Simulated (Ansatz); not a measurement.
Geometry optimisation, Ansatz, RKS PBE-D4/6-31G*.

The input (input.yaml):

```yaml
crystal:
  periodic: [false, false, false]
  atoms:
    - { symbol: C, position_ang: [-0.8214, 0.39577, -0.85637] }
    - { symbol: "N", position_ang: [-0.36114, -0.32311, 0.35056] }
    - { symbol: C, position_ang: [1.08591, -0.15911, 0.59936] }
    - { symbol: H, position_ang: [-1.89151, 0.25724, -0.99774] }
    - { symbol: H, position_ang: [-0.29855, 0.01917, -1.73375] }
    - { symbol: H, position_ang: [-0.6144, 1.45978, -0.756] }
    - { symbol: H, position_ang: [-0.88338, 0.02005, 1.16694] }
    - { symbol: H, position_ang: [-0.57471, -1.32357, 0.24671] }
    - { symbol: H, position_ang: [1.38448, -0.70757, 1.49041] }
    - { symbol: H, position_ang: [1.32126, 0.89458, 0.74061] }
    - { symbol: H, position_ang: [1.65344, -0.53322, -0.25073] }
total_charge: 1
basis:
  gaussian: { orbitals: "6-31G*" }
hamiltonian:
  xc: pbe
  dispersion: d4
relax:
  f_tol: 0.02
  max_steps: 40
scf:
  lower_state_search: "off"
```

Launched with:

```bash
$ ansatz run input.yaml --threads 1 --pin off --max-ram 2048MiB --backend cpu --events-out ev --progress --plain --runs-dir out
```

Question: Where does it end, and by what steps?

Answer: The run converged. Limits of this set-up: the dipole of an ion depends on the origin. After 4 steps the energy has fallen by 0.056 eV; C3 moved furthest, 0.04 Å.

```tsv
step	energy less start (eV)	largest force component (eV/Å)	accepted
0	0.0000	0.806	yes
1	-0.0462	0.471	yes
2	-0.0550	0.105	yes
3	-0.0559	0.033	yes
4	-0.0560	0.001	yes
```

```xyz
11
Properties=species:S:1:pos:R:3
C -0.842 0.412 -0.885
N -0.355 -0.317 0.344
C 1.123 -0.161 0.612
H -1.922 0.242 -0.995
H -0.301 0.020 -1.757
H -0.634 1.483 -0.758
H -0.886 0.014 1.168
H -0.579 -1.323 0.253
H 1.381 -0.725 1.520
H 1.339 0.907 0.750
H 1.675 -0.553 -0.252
```

The run took 14 s on 1 CPU thread of a shared host.
